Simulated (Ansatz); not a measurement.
Molecule: CHO₂ (charge +1, singlet). It need not be the lowest isomer of its formula. SMILES: O=C=[OH+]
Geometry from a B3LYP-D3(BJ)/def2-TZVP (Ansatz, a program for electronic structure) optimisation:
```
C
O 1 1.1219
O 1 1.2188 2 174.41
H 3 0.9894 1 120.75 2 -180.00
```
Charge +1, spin multiplicity 1.

Task: Give the harmonic wavenumbers at B3LYP-D3(BJ)/def2-TZVP (Ansatz, finite differences of forces, unscaled).

Result: 549, 600, 1006, 1275, 2473, 3501 cm⁻¹. Zero-point energy 13.4 kcal/mol.

Task: From these and the geometry, give the ideal-gas thermochemistry at 298.15 K and 1 atm (rigid rotor, harmonic oscillator).

Result: Point group Cs, rotational symmetry number 1. Rotational constants 795.3, 10.82, 10.67 GHz. S(trans) 37.34, S(rot) 18.80, S(vib) 1.12, S(elec, spin only) 0.00, S 57.3 cal/(mol K). H(298) - H(0) 2.62 kcal/mol; G - E(el) -1.0 kcal/mol.
